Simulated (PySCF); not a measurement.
**Question.** What does the PBE0-D3(BJ)/def2-SVP structure of `CC/C=C\[S-]` look like in three dimensions? (Charge -1.)

**Answer.** 
Z-matrix in Å and degrees, rows numbered from 1:
```
C 
C   1  1.5296
C   2  1.4995  1  113.23
C   3  1.3630  2  122.51  1   -78.41
S   4  1.7231  3  127.93  2    -0.24
H   1  1.1018  2  107.69  3    59.84
H   1  1.1038  2  111.45  3   -58.94
H   1  1.1064  2  112.48  3   179.48
H   2  1.1080  1  110.05  3   124.89
H   2  1.1068  1  107.07  3  -118.18
H   3  1.0990  2  118.38  1    99.59
H   4  1.1071  3  115.09  2   179.71
```

C3 (carbon bonded to 2 C and H) is planar (angles 122.5°, 119.1° and 118.4°, sum 360.0°, 0.01 Å off the plane of its three neighbours). The 3 C–C bonds span 1.363 Å (C3=C4, drawn double in one of several resonance forms) to 1.530 Å (C1–C2, drawn single), a spread of 0.167 Å. Of the pairs four or more bonds apart, S5···H10 is among the closest relative to their van der Waals radii: 2.87 Å, 96 % of the sum of Bondi's values. C4 (alkene CH carbon) is planar (angles 127.9°, 117.0° and 115.1°, sum 360.0°, 0.00 Å off the plane of its three neighbours).

Method used: PySCF 2.14.0, PBE0-D3(BJ)/def2-SVP geometry optimisation, gas phase.

Point group: C1 (no symmetry element, even within 0.4 Å). Stationary, but not proved a minimum. The geometry's basis has no diffuse functions, a weakness for an anion. Torsions: C1–C2–C3–C4 -78°.

Time: 80 s of wall time. Hardware: one thread, Arm Neoverse V1, no GPU (shared host). That covers the optimisation of the geometry.

One conformer stands for the species.
